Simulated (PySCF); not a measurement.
Fill in the blanks.

1,4-dihydropyrazine radical cation, C4H6N2 (charge +1 and doublet state).
Atom-mapped SMILES: `[CH:1]1=[CH:2][NH:3][CH:4]=[CH:5][NH:6]1` (hydrogens: H7 on C1; H8 on C2; H9 on N3; H10 on C4; H11 on C5; H12 on N6)

Geometry (PBE0-D3(BJ)/def2-SVP, Å), atoms numbered from 1 in this order:
```xyz
12
C4H6N2 angstrom
C      1.116    0.781    0.145
C      1.247   -0.569    0.061
N      0.130   -1.350   -0.088
C     -1.116   -0.781   -0.154
C     -1.246    0.569   -0.070
N     -0.129    1.350    0.079
H      1.975    1.442    0.263
H      2.216   -1.064    0.109
H      0.226   -2.359   -0.150
H     -1.974   -1.442   -0.272
H     -2.216    1.064   -0.118
H     -0.226    2.359    0.143
```

```tsv
property	level	value
point group	PBE0-D3(BJ)/def2-SVP	?
rotational constants A, B, C	PBE0-D3(BJ)/def2-SVP	?
isotropic g value	unrestricted B3LYP/IGLO-III on C N, pcH-1 on H, mean-field spin–orbit	2.00314
spin squared ⟨S²⟩	unrestricted B3LYP/IGLO-III on C N, pcH-1 on H	0.755
largest isotropic hyperfine couplings (means over sets of like nuclei)	unrestricted B3LYP/IGLO-III on C N, pcH-1 on H	?
```

Gas-phase values; electronic properties from PySCF, density fitting. Isolated species at its PBE0-D3(BJ)/def2-SVP geometry (one conformer only).

(1) What are the rotational constants A, B, C?

(2) Give the point group.

(3) The largest isotropic hyperfine couplings (means over sets of like nuclei)?

## Answers

(1) 5.872, 5.514, 2.844 GHz.

(2) D2h.

(3) 1H -28.8 (H9/H12), 14N +14.8 (N3/N6), 1H -9.9 (H7/H8/H10/H11), 13C -4.6 (C1/C2/C4/C5) MHz.

The rotational constants make it an asymmetric top with κ = (2B − A − C)/(A − C) = 0.76, nearer the oblate limit (+1). At 9.50 GHz, hν = g·μB·B₀ (B₀ the magnetic field) puts the centre of the isotropic spectrum, to first order, at 338.8 mT. With B = h/(8π²I), that is 505.379 GHz u Å² over I, the principal moments of inertia are 86.1, 91.7 and 177.7 u Å² (most abundant isotopes); the inertial defect Ic − Ia − Ib is -0.1 u Å² (zero for a rigid planar frame, negative otherwise). g_iso is shifted by about +820 ppm from the free-electron value 2.002319.
